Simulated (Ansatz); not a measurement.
**AlH₃S₂ (SMILES [AlH2][S]S): one structure at several levels**

A test off equilibrium: a structure displaced at random from a GFN2-xTB minimum is computed at several levels, and each is set against CCSD(T).

Method: single points in def2-TZVPP; program: Ansatz 0.2.0, Gaussian basis.

Correlated methods freeze the cores.

### 1 The starting structure

SMILES `[AlH2][S]S`, 6 atoms, charge 0, spin multiplicity 1.

Atoms are counted from 1 here; the program's logs count them from 0.

Bond lengths: Al1–S2 2.235 Å, Al1–S3 2.480 Å, Al1–H4 1.391 Å, Al1–H5 1.499 Å, S2–S3 2.171 Å, S3–H6 1.313 Å. Angles: S2–Al1–S3 54.5°, S2–Al1–H4 115.1°, S2–Al1–H5 115.7°, S3–Al1–H4 110.5°, S3–Al1–H5 101.7°, H4–Al1–H5 129.1°, Al1–S2–S3 68.5°, Al1–S3–S2 57.0°, Al1–S3–H6 101.4°, S2–S3–H6 96.7°.

Coordinates:

```mol
AlH3S2
  3D, bonds by distance, orders not assigned

  6  6  0  0  0  0  0  0  0  0999 V2000
   -0.7423    0.2714   -0.5748 Al  0  0
   -0.7242   -0.9309    1.3091 S   0  0
    1.2463   -0.8425    0.4026 S   0  0
   -1.1781   -0.4117   -1.7058 H   0  0
   -0.3834    1.7189   -0.4256 H   0  0
    1.7247    0.1090    1.1709 H   0  0
  1  2  8  0
  1  3  8  0
  1  4  8  0
  1  5  8  0
  2  3  8  0
  3  6  8  0
M  END
```

### 2 CCSD(T)/def2-TZVPP

run/in.yaml

```yaml
crystal:
  periodic: [false, false, false]
  atoms:
    - {symbol: Al, position_ang: [-0.742300, 0.271400, -0.574800]}
    - {symbol: S, position_ang: [-0.724200, -0.930900, 1.309100]}
    - {symbol: S, position_ang: [1.246300, -0.842500, 0.402600]}
    - {symbol: H, position_ang: [-1.178100, -0.411700, -1.705800]}
    - {symbol: H, position_ang: [-0.383400, 1.718900, -0.425600]}
    - {symbol: H, position_ang: [1.724700, 0.109000, 1.170900]}
basis:
  gaussian: {orbitals: def2-TZVPP}
correlation: {method: ccsd_t}
output: {forces: true}
```

No record of the launch command was kept for these runs.

### 3 PBE0-D4/def2-TZVPP

run/in.yaml, as its differences from that of step 2:

```diff
@@ -11,3 +11,3 @@
   gaussian: {orbitals: def2-TZVPP}
-correlation: {method: ccsd_t}
-output: {forces: true}
+hamiltonian: {xc: pbe0, dispersion: d4}
+output: {forces: true, orbitals: {seedname: orbitals}}
```

### 4 wB97M-V/def2-TZVPP

run/in.yaml, as its differences from that of step 3:

```diff
@@ -11,3 +11,3 @@
   gaussian: {orbitals: def2-TZVPP}
-hamiltonian: {xc: pbe0, dispersion: d4}
-output: {forces: true, orbitals: {seedname: orbitals}}
+hamiltonian: {xc: {name: wB97M-V}}
+output: {forces: true}
```

### 5 r2SCAN-D4/def2-TZVPP

run/in.yaml, as its differences from that of step 4:

```diff
@@ -11,3 +11,3 @@
   gaussian: {orbitals: def2-TZVPP}
-hamiltonian: {xc: {name: wB97M-V}}
+hamiltonian: {xc: r2scan, dispersion: d4}
 output: {forces: true}
```

### 6 PBE-D4/def2-TZVPP

run/in.yaml, as its differences from that of step 5:

```diff
@@ -11,3 +11,3 @@
   gaussian: {orbitals: def2-TZVPP}
-hamiltonian: {xc: r2scan, dispersion: d4}
+hamiltonian: {xc: pbe, dispersion: d4}
 output: {forces: true}
```

### 7 wB97X-V/def2-TZVPP

run/in.yaml, as its differences from that of step 6:

```diff
@@ -11,3 +11,3 @@
   gaussian: {orbitals: def2-TZVPP}
-hamiltonian: {xc: pbe, dispersion: d4}
+hamiltonian: {xc: {name: wB97X-V}}
 output: {forces: true}
```

### 8 HSE06-D4/def2-TZVPP

run/in.yaml, as its differences from that of step 7:

```diff
@@ -11,3 +11,3 @@
   gaussian: {orbitals: def2-TZVPP}
-hamiltonian: {xc: {name: wB97X-V}}
+hamiltonian: {xc: hse06, dispersion: d4}
 output: {forces: true}
```

(Steps that only read results are left out.)

Before running it: what results should come out? Wanted: energy less free atoms, CCSD(T)/def2-TZVPP; RMS force component; RMS force error; HOMO and LUMO, PBE0-D4; T1 diagnostic.

As calculated:

```
                                  quantity                                                                                            value
energy less free atoms, CCSD(T)/def2-TZVPP                                                                                   -1473.6 kJ/mol
                       RMS force component                                                             1.228 to 1.313 eV/Å over the methods
                           RMS force error  PBE0-D4 0.170, wB97M-V 0.121, r2SCAN-D4 0.127, PBE-D4 0.156, wB97X-V 0.181, HSE06-D4 0.165 eV/Å
                    HOMO and LUMO, PBE0-D4                                                                               -7.32 and -2.01 eV
                             T1 diagnostic                                                                                            0.012
```

Against CCSD(T) the functionals' energies less atoms differ by -75.2 to -40.2 kJ/mol, PBE-D4 by -61.3 kJ/mol. A larger basis would deepen the CCSD(T) value, while the functionals are nearly converged already, so the order here is not reliable. The forces of wB97M-V come nearest to CCSD(T), those of wB97X-V are farthest. Frozen-core CCSD(T) forces in triple zeta carry basis errors of their own, and this is one geometry, so small gaps rank nothing.
